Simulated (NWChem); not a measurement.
# C4H8 (methylcyclopropane) at 6 levels

Aim: a comparison of 6 runs (TPSSh/STO-3G, TPSSh/3-21G, TPSSh/6-31G, TPSSh/6-31G*, TPSSh/6-31G**, TPSSh/6-311G**) of C4H8 (methylcyclopropane). 

The calculation is run with NWChem 7.3.0.

### Step 1. The molecule

C4H8: 12 atoms, total charge 0, spin state singlet. SMILES: `CC1CC1`. Geometry: relaxed at PBE0-D4/def2-TZVP.

Bond lengths: C1–C2 1.501 Å, C2–C3 1.497 Å, C2–C4 1.497 Å, C3–C4 1.501 Å, C1–H5 1.094 Å, C1–H6 1.094 Å, C1–H7 1.094 Å, C2–H8 1.086 Å, C3–H9 1.083 Å, C3–H10 1.084 Å, C4–H11 1.084 Å, C4–H12 1.083 Å. Some angles: C1–C2–C3 120.0°, C1–C2–C4 120.1°, C3–C2–C4 60.2°, C2–C3–C4 59.9°, C2–C4–C3 59.9°, C1–C2–H8 114.8°, C3–C2–H8 115.5°, C4–C2–H8 115.5°, C2–C1–H5 111.4°, C2–C1–H6 111.4°.

### Step 2. Energy and one-electron properties at TPSSh/STO-3G (run 1)

Input file work.nw:

```
START work
memory 2200 mb
charge 0

GEOMETRY units atomic noautosym nocenter noautoz
  C   -1.75763427   1.95813421  -0.83223539
  C   -0.76137066  -0.25416816   0.63816051
  C    1.97608661  -0.36963043   1.34283938
  C    0.93635929  -2.13898100  -0.61434996
  H   -3.45706497   1.45433323  -1.89501736
  H   -2.23176655   3.53926806   0.41120440
  H   -0.34789858   2.62804212  -2.18679107
  H   -2.06376990  -1.02290875   2.02484154
  H    2.48952520  -1.14044972   3.16774790
  H    3.18059804   1.15821314   0.70222223
  H    1.44205001  -1.79996413  -2.57021650
  H    0.74058367  -4.11601247  -0.12415501
END

BASIS "ao basis" spherical bse
  * library STO-3G
END

DFT
  xc xctpssh
  mult 1
  grid fine
  convergence energy 1e-08
  maxiter 100
  mulliken
  noprint "final vectors analysis"
END

PROPERTY
  dipole
  quadrupole
  mulliken
END

TASK dft property
```

Started as:

```bash
$ nwchem work.nw > work.out
```

Standard output:

```text
[...]
          Wavefunction type:  closed shell.
          No. of atoms     :    12
          No. of electrons :    32
[...]
          Charge           :     0
          Spin multiplicity:     1
[...]
          AO basis - number of functions:    28
[...]
              XC Information
              --------------
                  TPSS hybrid Method XC Functional
                     Hartree-Fock (Exact) Exchange  0.100
                  TPSS metaGGA Exchange Functional  0.900
             TPSS03 metaGGA Correlation Functional  1.000
[...]
 d= 0,ls=0.0,diis     1   -155.3551037369 -2.80D+02  1.87D-02  1.27D-01     1.1
[...]
 d= 0,ls=0.0,diis     8   -155.3774009854 -1.78D-11  2.03D-08  1.35D-13     6.3
         Total DFT energy =     -155.377400985368
      One electron energy =     -455.047178639008
           Coulomb energy =      199.670403655249
    Exchange-Corr. energy =      -24.789866617094
 Nuclear repulsion energy =      124.789240615486
[...]
      Total Density - Mulliken Population Analysis
     ---------------------------------------------
    Atom       Charge   Shell Charges
 -----------   ------   -------------------------------------------------------
    1 C    6     6.20   1.99  1.19  3.02
    2 C    6     6.08   1.99  1.15  2.94
    3 C    6     6.16   1.99  1.16  3.01
    4 C    6     6.16   1.99  1.16  3.01
    5 H    1     0.93   0.93
    6 H    1     0.93   0.93
    7 H    1     0.93   0.93
    8 H    1     0.92   0.92
    9 H    1     0.92   0.92
   10 H    1     0.92   0.92
[...]
   Dipole moment        0.1010889347 Debye(s)
             DMX       -0.0767290834 DMXEFC        0.0000000000
             DMY        0.0636286417 DMYEFC        0.0000000000
             DMZ       -0.0168230925 DMZEFC        0.0000000000
   -EFC- dipole         0.0000000000 DEBYE(S)
   Total dipole         0.1010889347 DEBYE(S)
[...]
```

Run time: 6.9 s. Hardware: 1 thread of Intel Xeon Platinum 8488C (Sapphire Rapids), shared host; peak memory 0.12 GiB.

Atomic charges (e):

```
atom  Mulliken  Löwdin
  C1    -0.205  -0.110
  C2    -0.076  -0.030
  C3    -0.162  -0.090
  C4    -0.162  -0.090
  H5    +0.073  +0.040
  H6    +0.073  +0.040
  H7    +0.070  +0.040
  H8    +0.076  +0.040
  H9    +0.078  +0.040
 H10    +0.077  +0.040
 H11    +0.077  +0.040
 H12    +0.078  +0.040
```

### Step 3. Energy and one-electron properties at TPSSh/3-21G (run 2)

Input file mymol.nw:

```
start mymol
memory total 2200 mb
geometry units angstroms noautosym nocenter noautoz
  C     -0.930100     1.036200    -0.440400
  C     -0.402900    -0.134500     0.337700
  C      1.045700    -0.195600     0.710600
  C      0.495500    -1.131900    -0.325100
  H     -1.829400     0.769600    -1.002800
  H     -1.181000     1.872900     0.217600
  H     -0.184100     1.390700    -1.157200
  H     -1.092100    -0.541300     1.071500
  H      1.317400    -0.603500     1.676300
  H      1.683100     0.612900     0.371600
  H      0.763100    -0.952500    -1.360100
  H      0.391900    -2.178100    -0.065700
end
basis "ao basis" spherical bse
  C library 3-21G
  H library 3-21G
end
dft
  xc xctpssh
  grid fine
  convergence energy 1e-08
  iterations 100
  mulliken
  noprint "final vectors analysis"
end
property
  dipole
  quadrupole
  mulliken
end
task dft property
```

Started as:

```bash
$ nwchem mymol.nw > mymol.out
```

Standard output:

```text
[...]
          Wavefunction type:  closed shell.
          No. of atoms     :    12
          No. of electrons :    32
[...]
          Charge           :     0
          Spin multiplicity:     1
[...]
          AO basis - number of functions:    52
[...]
              XC Information
              --------------
                  TPSS hybrid Method XC Functional
                     Hartree-Fock (Exact) Exchange  0.100
                  TPSS metaGGA Exchange Functional  0.900
             TPSS03 metaGGA Correlation Functional  1.000
[...]
 d= 0,ls=0.0,diis     1   -156.3307922938 -2.81D+02  7.52D-03  2.75D-01     1.3
[...]
 d= 0,ls=0.0,diis     7   -156.3642003718 -6.47D-09  1.00D-06  1.02D-09     7.6
         Total DFT energy =     -156.364200371787
      One electron energy =     -455.449739528547
           Coulomb energy =      198.979706502929
    Exchange-Corr. energy =      -24.683416912147
 Nuclear repulsion energy =      124.789249565978
[...]
      Total Density - Mulliken Population Analysis
     ---------------------------------------------
    Atom       Charge   Shell Charges
 -----------   ------   -------------------------------------------------------
    1 C    6     6.57   1.99  0.37  1.67  1.12  1.43
    2 C    6     6.29   1.99  0.36  1.68  1.04  1.21
    3 C    6     6.41   1.99  0.37  1.68  1.06  1.31
    4 C    6     6.41   1.99  0.37  1.68  1.06  1.31
    5 H    1     0.80   0.48  0.32
    6 H    1     0.80   0.48  0.32
    7 H    1     0.81   0.48  0.33
    8 H    1     0.78   0.48  0.30
    9 H    1     0.78   0.48  0.31
   10 H    1     0.79   0.48  0.31
[...]
   Dipole moment        0.0868893340 Debye(s)
             DMX       -0.0795604971 DMXEFC        0.0000000000
             DMY        0.0325060929 DMYEFC        0.0000000000
             DMZ        0.0127764468 DMZEFC        0.0000000000
   -EFC- dipole         0.0000000000 DEBYE(S)
   Total dipole         0.0868893340 DEBYE(S)
[...]
```

Wall time 8.4 s (1 thread of Intel Xeon Platinum 8488C (Sapphire Rapids), shared host); peak memory 0.12 GiB.

Atomic charges (e):

```
atom  Mulliken  Löwdin
  C1    -0.573  -0.250
  C2    -0.292  -0.120
  C3    -0.408  -0.200
  C4    -0.408  -0.200
  H5    +0.204  +0.090
  H6    +0.204  +0.090
  H7    +0.194  +0.090
  H8    +0.218  +0.100
  H9    +0.216  +0.100
 H10    +0.214  +0.100
 H11    +0.214  +0.100
 H12    +0.216  +0.100
```

Runs 3 to 4 aren't shown in full; the table further down has their settings and results.

### Step 4. Energy and one-electron properties at TPSSh/6-31G(d,p) (spherical functions) (run 5)

Input file mol.nw:

```
start mol
title "C4H8"
memory total 2200 mb

geometry units atomic noautosym nocenter noautoz
   C     -1.75763427     1.95813421    -0.83223539
   C     -0.76137066    -0.25416816     0.63816051
   C      1.97608661    -0.36963043     1.34283938
   C      0.93635929    -2.13898100    -0.61434996
   H     -3.45706497     1.45433323    -1.89501736
   H     -2.23176655     3.53926806     0.41120440
   H     -0.34789858     2.62804212    -2.18679107
   H     -2.06376990    -1.02290875     2.02484154
   H      2.48952520    -1.14044972     3.16774790
   H      3.18059804     1.15821314     0.70222223
   H      1.44205001    -1.79996413    -2.57021650
   H      0.74058367    -4.11601247    -0.12415501
end

basis spherical bse
   * library 6-31G**
end

dft
   xc xctpssh
   mult 1
   grid fine
   convergence energy 1e-08
   maxiter 100
   mulliken
   noprint "final vectors analysis"
end

property
   dipole
   quadrupole
   mulliken
end

task dft property
```

Started as:

```bash
$ nwchem mol.nw > mol.out
```

Standard output:

```text
[...]
          Wavefunction type:  closed shell.
          No. of atoms     :    12
          No. of electrons :    32
[...]
          Charge           :     0
          Spin multiplicity:     1
[...]
          AO basis - number of functions:    96
[...]
              XC Information
              --------------
                  TPSS hybrid Method XC Functional
                     Hartree-Fock (Exact) Exchange  0.100
                  TPSS metaGGA Exchange Functional  0.900
             TPSS03 metaGGA Correlation Functional  1.000
[...]
 d= 0,ls=0.0,diis     1   -157.2021742201 -2.82D+02  4.47D-03  2.42D-01     3.0
[...]
 d= 0,ls=0.0,diis     8   -157.2368594096  8.22D-11  4.20D-07  2.78D-09    21.2
         Total DFT energy =     -157.236859409598
      One electron energy =     -456.817193398521
           Coulomb energy =      199.581503895747
    Exchange-Corr. energy =      -24.790410522310
 Nuclear repulsion energy =      124.789240615486
[...]
      Total Density - Mulliken Population Analysis
     ---------------------------------------------
    Atom       Charge   Shell Charges
 -----------   ------   -------------------------------------------------------
    1 C    6     6.35   2.00  0.66  2.10  0.61  0.95  0.03
    2 C    6     6.11   2.00  0.66  2.09  0.54  0.77  0.05
    3 C    6     6.26   2.00  0.65  2.10  0.58  0.89  0.04
    4 C    6     6.26   2.00  0.65  2.10  0.58  0.89  0.04
    5 H    1     0.88   0.54  0.33  0.01
    6 H    1     0.88   0.54  0.33  0.01
    7 H    1     0.89   0.54  0.34  0.01
    8 H    1     0.88   0.54  0.33  0.01
    9 H    1     0.87   0.54  0.32  0.01
   10 H    1     0.87   0.54  0.33  0.01
[...]
   Dipole moment        0.0996887567 Debye(s)
             DMX       -0.0922245089 DMXEFC        0.0000000000
             DMY        0.0163971174 DMYEFC        0.0000000000
             DMZ        0.0341119145 DMZEFC        0.0000000000
   -EFC- dipole         0.0000000000 DEBYE(S)
   Total dipole         0.0996887567 DEBYE(S)
[...]
```

Run time: 22 s. Hardware: 1 thread of Intel Xeon Platinum 8488C (Sapphire Rapids), shared host; peak memory 0.12 GiB.

Atomic charges (e):

```
atom  Mulliken  Löwdin
  C1    -0.351  -0.190
  C2    -0.105  -0.090
  C3    -0.261  -0.150
  C4    -0.261  -0.150
  H5    +0.120  +0.070
  H6    +0.120  +0.070
  H7    +0.111  +0.070
  H8    +0.122  +0.070
  H9    +0.127  +0.070
 H10    +0.126  +0.070
 H11    +0.126  +0.070
 H12    +0.127  +0.070
```

### Step 5. Energy and one-electron properties at TPSSh/6-311G(d,p) (run 6)

Input file c4h8.nw:

```
start c4h8
title "C4H8 properties"
memory stack 880 mb heap 220 mb global 1100 mb
charge 0

geometry units angstroms noautosym nocenter noautoz
  C     -0.930100     1.036200    -0.440400
  C     -0.402900    -0.134500     0.337700
  C      1.045700    -0.195600     0.710600
  C      0.495500    -1.131900    -0.325100
  H     -1.829400     0.769600    -1.002800
  H     -1.181000     1.872900     0.217600
  H     -0.184100     1.390700    -1.157200
  H     -1.092100    -0.541300     1.071500
  H      1.317400    -0.603500     1.676300
  H      1.683100     0.612900     0.371600
  H      0.763100    -0.952500    -1.360100
  H      0.391900    -2.178100    -0.065700
end

basis spherical bse
  * library 6-311G**
end

dft
  xc xctpssh
  grid fine
  convergence energy 1e-08
  maxiter 100
  mulliken
  noprint "final vectors analysis"
end

property
  dipole
  quadrupole
  mulliken
end

task dft property
```

Started as:

```bash
$ nwchem c4h8.nw > c4h8.out
```

Standard output:

```text
[...]
          Wavefunction type:  closed shell.
          No. of atoms     :    12
          No. of electrons :    32
[...]
          Charge           :     0
          Spin multiplicity:     1
[...]
          AO basis - number of functions:   120
[...]
              XC Information
              --------------
                  TPSS hybrid Method XC Functional
                     Hartree-Fock (Exact) Exchange  0.100
                  TPSS metaGGA Exchange Functional  0.900
             TPSS03 metaGGA Correlation Functional  1.000
[...]
 d= 0,ls=0.0,diis     1   -157.2308889504 -2.82D+02  3.44D-03  3.54D-01     4.6
[...]
 d= 0,ls=0.0,diis     8   -157.2684917493  1.63D-09  6.97D-07  2.59D-08    32.3
         Total DFT energy =     -157.268491749331
      One electron energy =     -456.810014113667
           Coulomb energy =      199.544043776256
    Exchange-Corr. energy =      -24.791770977898
 Nuclear repulsion energy =      124.789249565978
[...]
      Total Density - Mulliken Population Analysis
     ---------------------------------------------
    Atom       Charge   Shell Charges
 -----------   ------   -------------------------------------------------------
    1 C    6     6.25   1.10  0.89  0.64  0.75  1.55  0.43  0.84  0.05
    2 C    6     6.22   1.10  0.89  0.64  0.73  1.54  0.51  0.73  0.08
    3 C    6     6.23   1.10  0.89  0.64  0.74  1.54  0.48  0.78  0.06
    4 C    6     6.23   1.10  0.89  0.64  0.74  1.54  0.48  0.78  0.06
    5 H    1     0.89   0.28  0.49  0.10  0.02
    6 H    1     0.89   0.28  0.49  0.10  0.02
    7 H    1     0.91   0.28  0.50  0.11  0.02
    8 H    1     0.88   0.28  0.49  0.09  0.02
    9 H    1     0.88   0.28  0.48  0.09  0.02
   10 H    1     0.88   0.28  0.48  0.09  0.02
[...]
   Dipole moment        0.1207467882 Debye(s)
             DMX       -0.1117120879 DMXEFC        0.0000000000
             DMY        0.0199329687 DMYEFC        0.0000000000
             DMZ        0.0412658822 DMZEFC        0.0000000000
   -EFC- dipole         0.0000000000 DEBYE(S)
   Total dipole         0.1207467882 DEBYE(S)
[...]
```

It took 33 s on 1 thread of Intel Xeon Platinum 8488C (Sapphire Rapids), shared host; peak memory 0.12 GiB.

Atomic charges (e):

```
atom  Mulliken  Löwdin
  C1    -0.245  +0.000
  C2    -0.218  -0.030
  C3    -0.228  +0.000
  C4    -0.228  +0.000
  H5    +0.109  +0.010
  H6    +0.109  +0.010
  H7    +0.093  +0.010
  H8    +0.118  +0.000
  H9    +0.123  +0.000
 H10    +0.122  +0.000
 H11    +0.122  +0.000
 H12    +0.123  +0.000
```

### Step 6. Overview of the runs

```
run                                level  energy (Eh)  dipole moment (D)  wall time
  1                         TPSSh/STO-3G  -155.377401               0.10      6.9 s
  2                          TPSSh/3-21G  -156.364200               0.09      8.4 s
  3                          TPSSh/6-31G  -157.186816               0.11       10 s
  4   TPSSh/6-31G* (spherical functions)  -157.226523               0.10       17 s
  5  TPSSh/6-31G** (spherical functions)  -157.236859               0.10       22 s
  6                       TPSSh/6-311G**  -157.268492               0.12       33 s
```

### Step 7. What came out

| quantity | value |
| --- | --- |
| run 6: total energy | -157.26849 Eh |
| run 6: dipole moment | 0.12 D |

What this shows: The dipole moment (its size) runs from 0.09 D (TPSSh/3-21G) to 0.12 D (TPSSh/6-311G**). In run 1 the basis is minimal, so the values are rough. All runs together took 97 s, the longest 33 s.
